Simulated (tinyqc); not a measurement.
Pariser-Parr-Pople SCF with singles CI, for the molecule C=CC=CC=C (SMILES; centres numbered as the heavy atoms are written), step by step. Computed by tinyqc, a small Python program that keeps every step. Settings: charge = 0, gamma = Ohno, start = huckel, damping = 0.3, iteration cap = 80, excitations kept = 4. Command: `OMP_NUM_THREADS=1 python tinyqc.py 22828 22829 out.jsonl` (the two numbers bound the seeds that draw the settings). One thread of a shared host (Intel(R) Xeon(R) Processor @ 2.60GHz), about 0.01 s of CPU time with the checks. Later iterations appear only in the table of the cycle.

## PPP integrals

Centres (angstrom, eV; a flat drawing with bonds scaled to 1.40 angstrom):
```
centre,x,y,core charge z,W,gamma_rr
1C,-3.04500,-0.19600,1,11.16000,11.13000
2C,-1.79900,0.44200,1,11.16000,11.13000
3C,-0.62300,-0.31900,1,11.16000,11.13000
4C,0.62300,0.31900,1,11.16000,11.13000
5C,1.79900,-0.44200,1,11.16000,11.13000
6C,3.04500,0.19600,1,11.16000,11.13000
```

Resonance integrals (eV):
```
i,j,beta
1,2,-2.47000
2,3,-2.47000
3,4,-2.47000
4,5,-2.47000
5,6,-2.47000
```

Ohno: gamma = 14.399645/sqrt(R^2 + a^2), a = 2 x 14.399645/(gamma_rr + gamma_ss); H_rr = -W_r - sum_(s != r) z_s gamma_rs; H_rs = beta for bonds.

repulsion gamma_rs (eV), lower triangle:
```
,1C,2C,3C,4C,5C,6C
1C,11.13000
2C,7.55432,11.13000
3C,5.23882,7.55168,11.13000
4C,3.67017,5.23882,7.55432,11.13000
5C,2.86855,3.66926,5.23882,7.55168,11.13000
6C,2.30829,2.86855,3.67017,5.23882,7.55432,11.13000
```

core matrix H (eV), lower triangle:
```
,1C,2C,3C,4C,5C,6C
1C,-32.80014
2C,-2.47000,-38.04263
3C,0.00000,-2.47000,-40.41380
4C,0.00000,0.00000,-2.47000,-40.41380
5C,0.00000,0.00000,0.00000,-2.47000,-38.04263
6C,0.00000,0.00000,0.00000,0.00000,-2.47000,-32.80014
```

## Starting guess

pi electrons, sum of z_r less the charge = 6

Orbitals of the Hueckel matrix of the beta values.

P at the start, lower triangle:
```
,1C,2C,3C,4C,5C,6C
1C,1.00000
2C,0.87112,1.00000
3C,0.00000,0.48343,1.00000
4C,-0.38768,0.00000,0.78485,1.00000
5C,0.00000,-0.08627,0.00000,0.48343,1.00000
6C,0.30142,0.00000,-0.38768,0.00000,0.87112,1.00000
```

## Iteration 1: Fock matrix

F_rr = H_rr + P_rr gamma_rr / 2 + sum_(s != r) P_ss gamma_rs; F_rs = H_rs - P_rs gamma_rs / 2; E = tr P (H + F) / 2 + core repulsion sum_(r<s) z_r z_s gamma_rs.

F (eV), lower triangle:
```
,1C,2C,3C,4C,5C,6C
1C,-5.59500
2C,-5.76036,-5.59500
3C,0.00000,-4.29537,-5.59500
4C,0.71143,0.00000,-5.43451,-5.59500
5C,0.00000,0.15827,0.00000,-4.29537,-5.59500
6C,-0.34788,0.00000,0.71143,0.00000,-5.76036,-5.59500
```

pi energy = -78.01947 eV

## Iteration 1: orbitals and new P

Diagonalise F (the basis is taken as orthonormal) and form P = 2 sum c c over the lowest orbitals; 0.3 of the old P is kept.

orbital energies (eV): -14.16410  -12.36797  -9.42299  -1.76701  1.17797  2.97410

P after iteration 1, lower triangle:
```
,1C,2C,3C,4C,5C,6C
1C,1.00000
2C,0.89295,1.00000
3C,0.00000,0.44360,1.00000
4C,-0.36980,0.00000,0.81563,1.00000
5C,0.00000,-0.06979,0.00000,0.44360,1.00000
6C,0.25416,0.00000,-0.36980,0.00000,0.89295,1.00000
```

## Iteration 2: Fock matrix

As before.

F (eV), lower triangle:
```
,1C,2C,3C,4C,5C,6C
1C,-5.59500
2C,-5.84280,-5.59500
3C,0.00000,-4.14494,-5.59500
4C,0.67861,0.00000,-5.55076,-5.59500
5C,0.00000,0.12804,0.00000,-4.14494,-5.59500
6C,-0.29334,0.00000,0.67861,0.00000,-5.84280,-5.59500
```

pi energy = -78.10681 eV

## Iteration 2: orbitals and new P

As before.

orbital energies (eV): -14.15163  -12.36420  -9.52362  -1.66638  1.17420  2.96163

P after iteration 2, lower triangle:
```
,1C,2C,3C,4C,5C,6C
1C,1.00000
2C,0.90657,1.00000
3C,0.00000,0.41691,1.00000
4C,-0.35622,0.00000,0.83569,1.00000
5C,0.00000,-0.05999,0.00000,0.41691,1.00000
6C,0.22430,0.00000,-0.35622,0.00000,0.90657,1.00000
```

## Convergence

Stop when output and input P, before any damping, agree to 1e-7.

Course of the cycle:
```
iteration,E (eV),largest |P(out) - P(in)|
1,-78.0194737,6.75e-02
2,-78.1068137,4.27e-02
3,-78.1586517,2.70e-02
4,-78.1852601,1.71e-02
5,-78.1979721,1.09e-02
6,-78.2037983,7.15e-03
7,-78.2063997,4.66e-03
8,-78.2075414,3.04e-03
9,-78.2080365,1.97e-03
10,-78.2082494,1.28e-03
11,-78.2083405,8.34e-04
...,...,...
22,-78.2084078,7.20e-06
23,-78.2084078,4.67e-06
24,-78.2084078,3.03e-06
25,-78.2084078,1.97e-06
26,-78.2084078,1.28e-06
27,-78.2084078,8.29e-07
28,-78.2084078,5.38e-07
29,-78.2084078,3.49e-07
30,-78.2084078,2.27e-07
31,-78.2084078,1.47e-07
32,-78.2084078,9.55e-08
```

Converged in 32 iterations.

## Converged orbitals

Charges are z - P_rr.

orbital energies (eV): -14.11898  -12.34968  -9.70712  -1.48288  1.15968  2.92898

coefficients:
```
,MO1,MO2,MO3,MO4,MO5,MO6
1C,0.25733,0.45491,0.47627,0.47627,-0.45491,0.25733
2C,0.40963,0.51095,0.26671,-0.26671,0.51095,-0.40963
3C,0.51573,0.17885,-0.44948,-0.44948,-0.17885,0.51573
4C,0.51573,-0.17885,-0.44948,0.44948,-0.17885,-0.51573
5C,0.40963,-0.51095,0.26671,0.26671,0.51095,0.40963
6C,0.25733,-0.45491,0.47627,-0.47627,-0.45491,-0.25733
```

pi charges: 1C 0.00000, 2C 0.00000, 3C 0.00000, 4C 0.00000, 5C 0.00000, 6C 0.00000

## Singles CI, singlets

Over the 4 single excitations with the smallest orbital gaps: A = (e_a - e_i) delta + 2 (ia|jb) - (ij|ab), with (pq|rs) = sum c_mp c_mq gamma_mn c_nr c_ns. f = 2/3 w |mu|^2 in atomic units, mu = sqrt2 sum c_ia sum_m c_mi c_ma R_m.

singlet CI matrix (eV), lower triangle:
```
,3>4,2>4,3>5,1>4
3>4,4.38000
2>4,0.00000,6.51424
3>5,0.00000,-0.02898,6.51424
1>4,0.11643,0.00000,0.00000,7.57974
```

singlet excitation energies (eV): 4.37577  6.48526  6.54322  7.58398

oscillator strengths: 1.50574  0.00000  0.00000  0.01744

## Singles CI, triplets

Over the 4 single excitations with the smallest orbital gaps: A = (e_a - e_i) delta - (ij|ab), with (pq|rs) = sum c_mp c_mq gamma_mn c_nr c_ns.

triplet CI matrix (eV), lower triangle:
```
,3>4,2>4,3>5,1>4
3>4,2.12520
2>4,0.00000,4.99096
3>5,0.00000,1.49430,4.99096
1>4,0.42746,0.00000,0.00000,6.31478
```

triplet excitation energies (eV): 2.08203  3.49666  6.35795  6.48526
